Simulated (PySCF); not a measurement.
## How methods differ on the ionisation energy of Li

Li [He] 2s1 (2S) → Li⁺ 1s2 (1S), as a difference of total energies. All numbers are calculated (PySCF 2.14, the spin-free X2C one-electron Hamiltonian (Gaussian nucleus), in ANO-RCC-VTZP (4s3p2d1f, 30 functions)). Correlated levels: valence and next inner shell: nothing frozen. The calculations carry no spin-orbit coupling.

```tsv
method	ionisation energy (eV)
UHF	5.342
LDA	5.465
PBE	5.583
PBE0	5.567
r2SCAN	5.386
revPBE	5.601
MP2 (valence and next inner shell)	5.362
SCS-MP2 (valence and next inner shell)	5.359
```

Question: Estimate what BLYP gives.

Answer: 5.522 eV, closest to PBE0 among the rows shown.

Question: Estimate what M06-L gives.

Answer: 5.055 eV, closest to UHF among the rows shown.

Errors of the correlated levels include the incompleteness of this basis.

For comparison: 5.392 eV (measured; NIST Atomic Spectra Database, ionization energies).
